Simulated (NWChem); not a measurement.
The numbers come from NWChem runs, not from measurements. System: CH2, charge 0, spin multiplicity 1, at a geometry optimised with B3LYP/def2-SVP. The structure started from a generated list of species. Level: RHF/def2-TZVP.

Part of the output:

```
             Northwest Computational Chemistry Package (NWChem) 7.3.0
             --------------------------------------------------------

                                NWChem Input Module
                                -------------------

 Scaling coordinates for geometry "geometry" by  1.889725989
 (inverse scale =  0.529177249)

 Turning off AUTOSYM since
 SYMMETRY directive was detected!

                             Geometry "geometry" -> ""
                             -------------------------

 Output coordinates in angstroms (scale by  1.889725989 to convert to a.u.)

  No.       Tag          Charge          X              Y              Z
 ---- ---------------- ---------- -------------- -------------- --------------
    1 C                    6.0000     0.00000000     0.00000000     0.17993600
    2 H                    1.0000     0.86216900     0.00000000    -0.53980700
    3 H                    1.0000    -0.86216900     0.00000000    -0.53980700

 Effective nuclear repulsion energy (a.u.)       5.9609673148

            Nuclear Dipole moment (a.u.)
            ----------------------------
        X                 Y               Z
 ---------------- ---------------- ----------------
     0.0000000000     0.0000000000     0.0000037795

      Symmetry information
      --------------------

 Group name             C2v
 Group number             16
 Group order               4
 No. of unique centers     2

      Symmetry unique atoms

     1    2


 Summary of "ao basis" -> "" (spherical)
 ------------------------------------------------------------------------------
       Tag                 Description            Shells   Functions and Types
 ---------------- ------------------------------  ------  ---------------------
 *                         def2-tzvp                  on all atoms

 Summary of "ao basis" -> "ao basis" (spherical)
 ------------------------------------------------------------------------------
       Tag                 Description            Shells   Functions and Types
 ---------------- ------------------------------  ------  ---------------------
 C                         def2-tzvp                11       31   5s3p2d1f
 H                         def2-tzvp                 4        6   3s1p

                                 NWChem SCF Module
                                 -----------------

  ao basis        = "ao basis"
  functions       =    43
  atoms           =     3
  closed shells   =     4
  open shells     =     0
  charge          =   0.00
  wavefunction    = RHF
  use symmetry    = T
  symmetry adapt  = T

 Summary of "ao basis" -> "ao basis" (spherical)
 ------------------------------------------------------------------------------
       Tag                 Description            Shells   Functions and Types
 ---------------- ------------------------------  ------  ---------------------
 C                         def2-tzvp                11       31   5s3p2d1f
 H                         def2-tzvp                 4        6   3s1p

      Symmetry analysis of basis
      --------------------------

        a1         19
        a2          4
        b1         12
        b2          8

 Forming initial guess at       0.0s

      Superposition of Atomic Density Guess
      -------------------------------------

 Sum of atomic energies:         -38.67094660

      Non-variational initial energy
      ------------------------------

 Total energy =     -38.703094
 1-e energy   =     -62.897523
 2-e energy   =      18.233461
 HOMO         =      -0.255703
 LUMO         =      -0.136405

      Symmetry analysis of molecular orbitals - initial
      -------------------------------------------------

  Numbering of irreducible representations:

     1 a1          2 a2          3 b1          4 b2

  Orbital symmetries:

     1 a1          2 a1          3 b1          4 a1          5 b2
     6 a1          7 b1          8 b1          9 a1         10 b2
    11 a1         12 b1         13 a1         14 a1

 Starting SCF solution at       0.1s

 ----------------------------------------------
         Quadratically convergent ROHF

 Convergence threshold     :          1.000E-07
 Maximum no. of iterations :          100
 Final Fock-matrix accuracy:          1.000E-09
 ----------------------------------------------

              iter       energy          gnorm     gmax       time
             ----- ------------------- --------- --------- --------
                 1      -38.8782806363  3.72D-01  1.45D-01      0.1
                 2      -38.8909542030  1.03D-01  5.07D-02      0.1
                 3      -38.8920583280  5.08D-03  2.74D-03      0.1
                 4      -38.8920639248  1.03D-05  4.95D-06      0.1
                 5      -38.8920639248  1.64D-09  8.62D-10      0.1

       Final RHF  results
       ------------------

         Total SCF energy =    -38.892063924777
      One-electron energy =    -63.421920948458
      Two-electron energy =     18.568889708873
 Nuclear repulsion energy =      5.960967314807

        Time for solution =      0.0s

       Symmetry analysis of molecular orbitals - final
       -----------------------------------------------

  Numbering of irreducible representations:

     1 a1          2 a2          3 b1          4 b2

  Orbital symmetries:

     1 a1          2 a1          3 b1          4 a1          5 b2
     6 a1          7 b1          8 b1          9 a1         10 a1
    11 b2         12 b1         13 a1         14 a1

             Final eigenvalues
             -----------------

              1
    1  -11.2968
    2   -0.8890
    3   -0.5576
    4   -0.3987
    5    0.0418
    6    0.1643
    7    0.2237
    8    0.3204
    9    0.3403
   10    0.3633
   11    0.3975
   12    0.6215
   13    0.6371
   14    0.8158

                       ROHF Final Molecular Orbital Analysis
                       -------------------------------------

 Vector    2  Occ=2.000000D+00  E=-8.890323D-01  Symmetry=a1
              MO Center=  5.1D-18,  2.9D-33, -1.9D-01, r^2= 8.7D-01
   Bfn.  Coefficient  Atom+Function         Bfn.  Coefficient  Atom+Function
  ----- ------------  ---------------      ----- ------------  ---------------
     4      0.380462  1 C  s                  3      0.317976  1 C  s
     2     -0.199617  1 C  s

 Vector    3  Occ=2.000000D+00  E=-5.575803D-01  Symmetry=b1
              MO Center= -8.9D-16,  2.5D-16, -1.9D-01, r^2= 1.2D+00
   Bfn.  Coefficient  Atom+Function         Bfn.  Coefficient  Atom+Function
  ----- ------------  ---------------      ----- ------------  ---------------
     6      0.315710  1 C  px                 9      0.274852  1 C  px
    33      0.218771  2 H  s                 39     -0.218771  3 H  s

 Vector    4  Occ=2.000000D+00  E=-3.986949D-01  Symmetry=a1
              MO Center=  1.1D-15,  1.3D-16,  4.1D-01, r^2= 1.2D+00
   Bfn.  Coefficient  Atom+Function         Bfn.  Coefficient  Atom+Function
  ----- ------------  ---------------      ----- ------------  ---------------
     8      0.354910  1 C  pz                11      0.330001  1 C  pz
     4      0.274885  1 C  s                  5      0.243937  1 C  s
    14      0.215623  1 C  pz                 3      0.182560  1 C  s

 Vector    5  Occ=0.000000D+00  E= 4.184984D-02  Symmetry=b2
              MO Center= -2.4D-16, -4.6D-15,  1.3D-01, r^2= 2.1D+00
   Bfn.  Coefficient  Atom+Function         Bfn.  Coefficient  Atom+Function
  ----- ------------  ---------------      ----- ------------  ---------------
    13      0.637746  1 C  py                 7      0.304310  1 C  py
    10      0.247345  1 C  py

 Vector    6  Occ=0.000000D+00  E= 1.643090D-01  Symmetry=a1
              MO Center= -2.2D-16,  3.8D-17, -7.7D-01, r^2= 4.7D+00
   Bfn.  Coefficient  Atom+Function         Bfn.  Coefficient  Atom+Function
  ----- ------------  ---------------      ----- ------------  ---------------
     5      2.526923  1 C  s                 34     -2.128332  2 H  s
    40     -2.128332  3 H  s                 14     -1.094010  1 C  pz
    33      0.276594  2 H  s                 39      0.276594  3 H  s
     4      0.172538  1 C  s

 Vector    7  Occ=0.000000D+00  E= 2.237472D-01  Symmetry=b1
              MO Center=  2.9D-15, -4.1D-18, -8.3D-01, r^2= 4.5D+00
   Bfn.  Coefficient  Atom+Function         Bfn.  Coefficient  Atom+Function
  ----- ------------  ---------------      ----- ------------  ---------------
    34      2.430707  2 H  s                 40     -2.430707  3 H  s
    12     -1.478681  1 C  px                33     -0.322630  2 H  s
    39      0.322630  3 H  s                  6     -0.217267  1 C  px

 center of mass
 --------------
 x =   0.00000000 y =   0.00000000 z =   0.14442554

 moments of inertia (a.u.)
 ------------------
           3.192535213926           0.000000000000           0.000000000000
           0.000000000000           8.543075042059           0.000000000000
           0.000000000000           0.000000000000           5.350539828133

  Mulliken analysis of the total density
  --------------------------------------

    Atom       Charge   Shell Charges
 -----------   ------   -------------------------------------------------------
    1 C    6     6.24   0.86  1.12  0.60  0.87  0.25  0.96  1.12  0.42  0.01  0.04  0.00
    2 H    1     0.88   0.26  0.48  0.12  0.02
    3 H    1     0.88   0.26  0.48  0.12  0.02

       Multipole analysis of the density wrt the origin
       ------------------------------------------------

     L   x y z        total         open         nuclear
     -   - - -        -----         ----         -------
     0   0 0 0     -0.000000      0.000000      8.000000

     1   1 0 0     -0.000000      0.000000      0.000000
     1   0 1 0     -0.000000      0.000000      0.000000
     1   0 0 1     -0.770710      0.000000      0.000004

     2   2 0 0     -5.411952      0.000000      5.308997
     2   1 1 0      0.000000      0.000000      0.000000
     2   1 0 1      0.000000      0.000000      0.000000
     2   0 2 0     -4.755460      0.000000      0.000000
     2   0 1 1      0.000000      0.000000      0.000000
     2   0 0 2     -7.152159      0.000000      2.774878

 Task  times  cpu:        0.1s     wall:        0.1s

 Total times  cpu:        0.1s     wall:        0.1s
```

**Question.** Write an NWChem input that would produce this output.

**Answer.** Several could match; the one computed here: 
```
start mol
memory heap 200 mb stack 900 mb global 1100 mb
geometry units angstroms nocenter noautoz
  C      0.000000     0.000000     0.179936
  H      0.862169     0.000000    -0.539807
  H     -0.862169     0.000000    -0.539807
  symmetry group C2v
end
basis spherical
  * library def2-tzvp
end
scf
  rhf
  nopen 0
  maxiter 100
  thresh 1e-7
  semidirect memsize 60000000 filesize 0
end
task scf energy
```
